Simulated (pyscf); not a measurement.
Optimised with ωB97X-D3(BJ)/def2-SVP in PySCF. Correlated levels are frozen-core, on RHF or UHF. ΔMP2 is the change of the MP2 total energy from the triple- to the quadruple-zeta basis.

Problem. List the bond dissociation enthalpies at 298 K of `[Cl][GaH2]` from CCSD(T)/def2-TZVPP + ΔMP2(QZVPP), from the weakest bond up.

Solution. Ga–H to [Cl–GaH]• + H•: 3.51 eV; Cl–Ga to Cl• + GaH₂•: 4.72 eV. Ring and multiple bonds, and those that leave no two simple radicals, are not listed. The radicals are drawn with the spin at the cut bond; how far it spreads was not checked. The CCSD(T) − MP2 part came from Ansatz, without density fitting, on the same reference. The frozen core leaves the outer d or s,p core shells of the metals and heavy elements correlated in the MP2 and CC values, and def2-TZVPP describes them poorly, which can shift differences by a few kcal/mol. Left out: the spin-orbit lowering of Cl. Elements up to Kr have no core potential and no relativistic terms here.
